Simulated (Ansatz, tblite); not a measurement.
# The cluster Ag2Te: rung by rung

An exercise on one series of results from a longer session: the logs are not shown, and one member is left open.

Method: as each input shows; program: Ansatz 0.2.0, Gaussian basis.

The runs, in order: GFN1-xTB, GFN2-xTB, PBE-D4/def2-TZVP, r2SCAN-D4/def2-TZVP, r2SCANh-D4/def2-TZVP, ωB97X-V/def2-TZVP, LDA/def2-TZVP, CAM-B3LYP-D4/def2-TZVP, revPBE-D4/def2-TZVP, PBE+5HF/def2-TZVP, PBE+10HF/def2-TZVP, PBE+15HF/def2-TZVP, PBE+35HF/def2-TZVP, PBE+50HF/def2-TZVP, PBE-D4/def2-SVP, PBE0-D4/def2-SVP, PBE0-D4/def2-TZVPD, PBE-D4/def2-TZVPD, r2SCAN-D4/def2-TZVPD, CCSD(T)/def2-TZVPP, MP2/def2-TZVP, RPA/def2-TZVP.

1 further run of the same task is left out (set aside as unsound or not needed).

## The relaxed structure

The singlet was relaxed beforehand with r2SCAN-D4/def2-TZVP. At that level it is the lowest of the isomers that a small search found.

3 atoms, charge 0, spin multiplicity 1.

Bond lengths: Ag1–Te3 2.568 Å, Ag2–Te3 2.568 Å. Angles: Ag1–Te3–Ag2 68.2°.

Ag, Te take a core potential in the def2 sets. No spin-orbit coupling is included.

PBE0-D4/def2-TZVP was run before; its log isn't repeated, and its numbers join the tables.

The first run:

Tight binding, by tblite at 300 K electronic temperature and without a spin-polarisation term:

```python
tblite.interface.Calculator('GFN1-xTB', numbers, positions, charge=0, uhf=0).singlepoint()
```

Tight binding, by tblite at 300 K electronic temperature and without a spin-polarisation term:

```python
tblite.interface.Calculator('GFN2-xTB', numbers, positions, charge=0, uhf=0).singlepoint()
```

start.molden holds the orbitals of an earlier run on this state, given as this run's starting guess.

Contents of in.yaml:

```yaml
crystal:
  periodic: [false, false, false]
  atoms:
    - {symbol: Ag, position_ang: [0.259311, -1.023274, -1.208208]}
    - {symbol: Ag, position_ang: [-1.032025, -0.165408, 1.217374]}
    - {symbol: Te, position_ang: [0.772715, 1.188682, -0.009166]}
basis:
  gaussian: {orbitals: def2-TZVP, initial_orbitals: start.molden}
hamiltonian: {xc: pbe, dispersion: d4}
scf: {omitted_lower_state_checks: [starts]}
output: {forces: true, orbitals: {seedname: orbitals}}
```

On the command line:

```bash
$ ansatz run in.yaml --threads 4 --pin off --events-out ev --progress --plain --max-ram 3916MiB
```

Steps of the session up to this table: PBE-D4/def2-TZVP; r2SCAN-D4/def2-TZVP; r2SCANh-D4/def2-TZVP; ωB97X-V/def2-TZVP; LDA/def2-TZVP; CAM-B3LYP-D4/def2-TZVP; revPBE-D4/def2-TZVP; PBE+5HF/def2-TZVP; PBE+10HF/def2-TZVP; PBE+15HF/def2-TZVP; PBE+35HF/def2-TZVP; PBE+50HF/def2-TZVP; PBE-D4/def2-SVP; PBE0-D4/def2-SVP; PBE0-D4/def2-TZVPD; PBE-D4/def2-TZVPD; r2SCAN-D4/def2-TZVPD; CCSD(T)/def2-TZVPP; MP2/def2-TZVP; RPA/def2-TZVP.

One of the session's tables, all rows but one given; the rest of the session is left out.

It belongs to the step «Levels side by side». 

| level | HOMO (eV) | LUMO (eV) | gap (eV) |
| --- | --- | --- | --- |
| LDA/def2-TZVP | -4.94 | -3.72 | 1.22 |
| PBE-D4/def2-SVP | -4.64 | -3.42 | 1.22 |
| PBE-D4/def2-TZVP | -4.69 | -3.44 | 1.26 |
| PBE-D4/def2-TZVPD | -4.72 | -3.45 | 1.26 |
| revPBE-D4/def2-TZVP | -4.60 | -3.33 | 1.28 |
| r2SCAN-D4/def2-TZVP | -4.79 | -3.24 | 1.55 |
| r2SCAN-D4/def2-TZVPD | -4.80 | -3.25 | 1.55 |
| r2SCANh-D4/def2-TZVP | -5.09 | -2.96 | 2.13 |
| PBE0-D4/def2-SVP | -5.42 | -2.66 | 2.75 |
| PBE0-D4/def2-TZVP | -5.46 | -2.67 | 2.79 |
| PBE0-D4/def2-TZVPD | ? | ? | ? |
| CAM-B3LYP-D4/def2-TZVP | -6.58 | -1.90 | 4.67 |
| ωB97X-V/def2-TZVP | -7.36 | -0.91 | 6.45 |
| PBE+5HF/def2-TZVP | -4.85 | -3.28 | 1.57 |
| PBE+10HF/def2-TZVP | -5.00 | -3.13 | 1.87 |
| PBE+15HF/def2-TZVP | -5.15 | -2.97 | 2.18 |
| PBE+35HF/def2-TZVP | -5.77 | -2.37 | 3.40 |
| PBE+50HF/def2-TZVP | -6.23 | -1.93 | 4.30 |

Estimate the missing values for PBE0-D4/def2-TZVPD.

**Answer.** HOMO (eV): -5.48; LUMO (eV): -2.68; gap (eV): 2.79. In the column «HOMO (eV)» it lies between PBE+35HF/def2-TZVP (-5.77) and PBE0-D4/def2-TZVP (-5.46).
